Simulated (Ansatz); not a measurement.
## Structure relaxation of Si₂Sn

These are results of Ansatz, DFT PBE, scalar-relativistic, plane waves, PAW, not measurements. Cutoff 420 eV, Γ-centred k mesh, Gaussian smearing, no spin polarisation in the final step.

Si₂Sn was placed on the cubic Laves (C15) structure type (Fd-3m, No. 227), with Sn in place of Mg, Si in place of Cu, at a guessed volume.

```
CELL_PARAMETERS angstrom
0.00000 3.82551 3.82551
3.82551 0.00000 3.82551
3.82551 3.82551 0.00000
ATOMIC_POSITIONS crystal
Si 0.62500 0.62500 0.62500
Si 0.12500 0.62500 0.62500
Si 0.62500 0.62500 0.12500
Si 0.62500 0.12500 0.62500
Sn 0.00000 0.00000 0.00000
Sn 0.25000 0.25000 0.25000
```

Cell and atoms relax at zero pressure; the relaxation can't lower the symmetry of the start.

Energies over the elements count from the elements' standard structures at the same level, with no empirical corrections.

Problem. Which crystal results?

Solution. It keeps Fd-3m (No. 227). The result has the cubic Laves (C15) structure. Conventional cell: a = 7.694 Å. Around Si lie 6 Si at 2.72 Å and 6 Sn at 3.19 Å; around Sn lie 12 Si at 3.19 Å and 4 Sn at 3.33 Å.

```
Si Sn
1.0
     0.00000    3.84721    3.84721
     3.84721    0.00000    3.84721
     3.84721    3.84721    0.00000
Si Sn
4 2
Direct
  0.12500 0.12500 0.12500
  0.62500 0.12500 0.12500
  0.12500 0.12500 0.62500
  0.12500 0.62500 0.12500
  0.50000 0.50000 0.50000
  0.75000 0.75000 0.75000
```

Problem. What are its volume, energy, density and gap?

Solution. The volume per atom is 18.98 Å³. The density is 5.10 g/cm³. The energy over the elements is 0.45 eV/atom. The gap on the 8×8×8 mesh is 0 eV (a metal).

The final run used a 8×8×8 mesh on its 6-atom cell and 0.10 eV smearing. For metals, differences of a few meV/atom aren't resolved. A structure relaxed within its symmetry needn't be a true minimum. The steps took of the order of 40 core-seconds in all.

Cost: 2 runs of about 0.69 core-minutes in all, on Intel Xeon Platinum 8259CL (Skylake/Cascade Lake) (shared hosts).